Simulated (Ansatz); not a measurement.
Input for Ansatz (a program for electronic structure): R-RI-MP2/aug-cc-pVTZ on C2H6N2O2 (a complex). Files ending in .json are basis or fitting sets from the Basis Set Exchange.

Ansatz 0.2 input:
```yaml
crystal:
  periodic: [false, false, false]
  atoms:
    - {symbol: C, position_ang: [-2.01864900, 0.05288300, 0.00000000]}
    - {symbol: O, position_ang: [-1.45220000, 1.14363400, 0.00000000]}
    - {symbol: N, position_ang: [-1.40777000, -1.14248400, 0.00000000]}
    - {symbol: H, position_ang: [-1.96459600, -1.97703600, 0.00000000]}
    - {symbol: H, position_ang: [-0.38724400, -1.20778200, 0.00000000]}
    - {symbol: H, position_ang: [-3.11706100, -0.01370100, 0.00000000]}
    - {symbol: C, position_ang: [2.01864900, -0.05288300, 0.00000000]}
    - {symbol: O, position_ang: [1.45220000, -1.14363400, 0.00000000]}
    - {symbol: N, position_ang: [1.40777000, 1.14248400, 0.00000000]}
    - {symbol: H, position_ang: [1.96459600, 1.97703600, 0.00000000]}
    - {symbol: H, position_ang: [0.38724400, 1.20778200, 0.00000000]}
    - {symbol: H, position_ang: [3.11706100, 0.01370100, 0.00000000]}
basis:
  gaussian:
    orbitals: aug-cc-pVTZ
    fitting: {mean_field: def2-universal-JKFIT, correlation: aug-cc-pVTZ-RIFIT.json}
magnetization: {spin_polarized: false}
correlation: {method: mp2, electrons: outside_noble_gas}
scf: {lower_state_search: off}
```

Question: Give the final energy of this run.

Answer: -339.2656 hartree.

Question: How many basis functions does it have, and what does it roughly cost on one machine?

Answer: 414 functions; roughly 7 core-seconds.
